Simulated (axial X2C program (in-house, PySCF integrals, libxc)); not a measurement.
**LiO: cheaper levels and CCSD(T), 2c**

Calculated with an in-house all-electron X2C program for linear molecules (integrals from PySCF). Two-component (2c) means X2C with spin–orbit coupling and atomic mean-field two-electron Coulomb and Gaunt terms. Basis: O dyall-av3z [7s6p3d2f], Li dyall-cv3z [7s8p2d] (cores contracted in-house); Gaussian nuclei, density fitting, unrestricted open shells. Masses: O 15.995 u, Li 7.016 u.

State: Ω = 3/2 (⟨Sz⟩ = 0.50, ⟨Lz⟩ = 1.00 at HF); fragments O + Li.

```csv
level,Re (Å),ωe (cm⁻¹),De (eV)
PBE0,1.682,819.2,3.37
HF,1.676,848.2,1.71
MP2,1.708,794.3,3.58
CCSD,1.701,805.5,3.40
PBE,1.698,787.6,3.61
```

Correlated methods: 7 electrons correlated (number of frozen shells: O 1 s; Li 1 s), 171 virtual spin orbitals or spinors in MP2, 80 natural virtuals in coupled cluster.

CCSD(T), same Hamiltonian and basis:

Re = 1.706 Å, ωe = 795.3 cm⁻¹, De = 3.51 eV; T1 = 0.013 (Lee–Taylor normalisation).

Problem. Give the differences from CCSD(T) in the columns below.

Solution. 

| level | ΔRe (Å) | Δωe (cm⁻¹) | ΔDe (eV) |
| --- | --- | --- | --- |
| PBE0 | -0.024 | 24 | -0.14 |
| HF | -0.030 | 53 | -1.80 |
| MP2 | 0.002 | -1 | 0.07 |
| CCSD | -0.005 | 10 | -0.11 |
| PBE | -0.008 | -8 | 0.10 |

Occupations by symmetry block were frozen at the best pattern of an incomplete PBE0 search. Dissociation energies refer to the lowest single-determinant-based atoms at the same level and basis. Density functionals use the spin component along the axis (collinear). Coupled cluster ran in a truncated set of natural virtual spinors; the MP2 energy of the rest was added. (T) has no such correction and the atoms are truncated less, which lowers De at CCSD(T) by a hundredth of an eV or more. In 2c an atomic determinant is not the ground J level, so De misses part of the atomic spin–orbit lowering. This holds for PBE0, PBE. PBE0 can misorder states that lie within some tenths of an eV, so this need not be the ground state of the molecule. The nearest other 2c determinant of the search, Ω = 1/2, lies 0.01 eV up at the distance of the search. Without a current term, density functionals place determinants with orbital angular momentum somewhat too high.
